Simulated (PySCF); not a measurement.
**Adding and removing an electron: CN**

PBE0; basis C def2-TZVPPD, N def2-TZVPPD; no relativity; PySCF 2.14. Neutral (UKS): doublet (σ ↑), Re = 1.160 Å, ωe = 2184 cm⁻¹, De = 7.74 eV, HOMO -10.84 eV, LUMO -6.39 eV.

CN⁺ (UKS): triplet (σ ↑, π ↑), Re = 1.226 Å, ωe = 1841 cm⁻¹, De = 5.33 eV to C⁺ + N. The energies at the minima are -92.63393 hartree for CN and -92.12204 for CN⁺.

Task: Work out the adiabatic ionisation energy, without and with harmonic zero-point energies (1 hartree = 27.2114 eV, 1 eV = 8065.5 cm⁻¹), and the change of the bond length.

Result: At PBE0: 0.51189 hartree = 13.929 eV between the minima; the zero-point term (1841.0 − 2184.0)/2 cm⁻¹ = -0.021 eV makes it 13.908 eV. Re changes by +6.6 pm against the neutral. The electron leaves a π orbital, and the longer bond of the ion fits a bonding orbital, or a change in how ionic the bond is.

CN⁻ (UKS): singlet (closed shell), Re = 1.170 Å, ωe = 2163 cm⁻¹, De = 10.47 eV to C⁻ + N. The energies at the minima are -92.63393 hartree for CN and -92.77579 for CN⁻.

Task: Work out the adiabatic electron affinity, without and with harmonic zero-point energies (1 hartree = 27.2114 eV, 1 eV = 8065.5 cm⁻¹), and the change of the bond length.

Result: At PBE0: 0.14186 hartree = 3.860 eV between the minima; the zero-point term (2184.0 − 2163.0)/2 cm⁻¹ = +0.001 eV makes it 3.862 eV. Re changes by +1.0 pm against the neutral. The electron enters a σ orbital; the charge polarises the partner, so the anion is bound more strongly.

For an ion De counts to the pair picked by the measured ionisation energies or electron affinities, which need not be the lowest pair at this level. States were picked by a PBE0 search and need not be the measured ground states.
